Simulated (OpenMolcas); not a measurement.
# Potential curves of LiF: spin–orbit levels

Computed with OpenMolcas 26.06: state-averaged CASSCF(6,7) over F 2p, Li 2s 2p, XMS-CASPT2 (IPEA 0.25, imaginary shift 0.2 hartree), scalar X2C, ANO-RCC-VTZP, then RASSI spin–orbit state interaction with atomic mean-field integrals. C2 symmetry about the axis (a holds Σ, Δ, Γ; b holds Π, Φ, H; Σ⁺ and Σ⁻ are not told apart); roots by multiplicity and irrep: 1a 6, 3b 6, 1b 6, 3a 5.

XMS-CASPT2 energies with spin–orbit state interaction in eV from the lowest point. Curves are followed by energy order within each symmetry, so they are adiabatic and may change character at avoided crossings; for Ω = 0 the + and − levels are counted together.

```json
{"R (Å)": "1.440", "(1)Ω=0": "0.218", "(1)Ω=1": "7.192", "(2)Ω=0": "7.233", "(3)Ω=0": "7.234", "(2)Ω=1": "7.227", "(1)Ω=2": "7.205", "(3)Ω=1": "7.329"}
{"R (Å)": "1.523", "(1)Ω=0": "0.036", "(1)Ω=1": "6.732", "(2)Ω=0": "6.802", "(3)Ω=0": "6.802", "(2)Ω=1": "6.791", "(1)Ω=2": "6.771", "(3)Ω=1": "6.940"}
{"R (Å)": "1.599", "(1)Ω=0": "0.000", "(1)Ω=1": "6.453", "(2)Ω=0": "6.505", "(3)Ω=0": "6.505", "(2)Ω=1": "6.496", "(1)Ω=2": "6.473", "(3)Ω=1": "6.694"}
{"R (Å)": "1.758", "(1)Ω=0": "0.157", "(1)Ω=1": "6.133", "(2)Ω=0": "6.180", "(3)Ω=0": "6.180", "(2)Ω=1": "6.172", "(1)Ω=2": "6.147", "(3)Ω=1": "6.370"}
{"R (Å)": "1.841", "(1)Ω=0": "0.312", "(1)Ω=1": "6.049", "(2)Ω=0": "6.096", "(3)Ω=0": "6.096", "(2)Ω=1": "6.088", "(1)Ω=2": "6.064", "(3)Ω=1": "6.263"}
{"R (Å)": "1.959", "(1)Ω=0": "0.571", "(1)Ω=1": "5.985", "(2)Ω=0": "6.029", "(3)Ω=0": "6.031", "(2)Ω=1": "6.022", "(1)Ω=2": "5.998", "(3)Ω=1": "6.154"}
{"R (Å)": "2.109", "(1)Ω=0": "0.938", "(1)Ω=1": "5.950", "(2)Ω=0": "5.988", "(3)Ω=0": "5.993", "(2)Ω=1": "5.982", "(1)Ω=2": "5.960", "(3)Ω=1": "6.056"}
{"R (Å)": "2.344", "(1)Ω=0": "1.516", "(1)Ω=1": "5.925", "(2)Ω=0": "5.926", "(3)Ω=0": "5.972", "(2)Ω=1": "5.936", "(1)Ω=2": "5.941", "(3)Ω=1": "5.981"}
{"R (Å)": "2.678", "(1)Ω=0": "2.276", "(1)Ω=1": "5.818", "(2)Ω=0": "5.818", "(3)Ω=0": "5.948", "(2)Ω=1": "5.920", "(1)Ω=2": "5.922", "(3)Ω=1": "5.958"}
{"R (Å)": "3.181", "(1)Ω=0": "3.200", "(1)Ω=1": "5.715", "(2)Ω=0": "5.715", "(3)Ω=0": "5.835", "(2)Ω=1": "5.883", "(1)Ω=2": "5.884", "(3)Ω=1": "5.920"}
{"R (Å)": "3.850", "(1)Ω=0": "4.079", "(1)Ω=1": "5.659", "(2)Ω=0": "5.659", "(3)Ω=0": "5.702", "(2)Ω=1": "5.850", "(1)Ω=2": "5.860", "(3)Ω=1": "5.890"}
```

The 7 lowest clean curves are shown; the next is (4)Ω=0, from 5.90 eV. Only roots inside an energy window near the equilibrium distance were included, so the list of states is not complete; labels number the states computed. Each spin and symmetry block has orbitals of its own, averaged over its own roots, so gaps between blocks are less sure than gaps within one and near the minimum can be off by tenths of an eV, in bad cases by more. No Rydberg orbitals are active, so Rydberg states, and σ→σ* states whose orbital the CASSCF left unused, can be missing between those listed. CASPT2 splits the two components of degenerate states numerically, here by up to 37 cm⁻¹. At stretched bonds a block can hold a wrong CASSCF solution and miss its lowest state; points past a visible jump are left out. The CASPT2 reference weights are uneven, so some states carry less reliable energies. Points that failed a check (symmetry, reference weights, a jump) are left out.
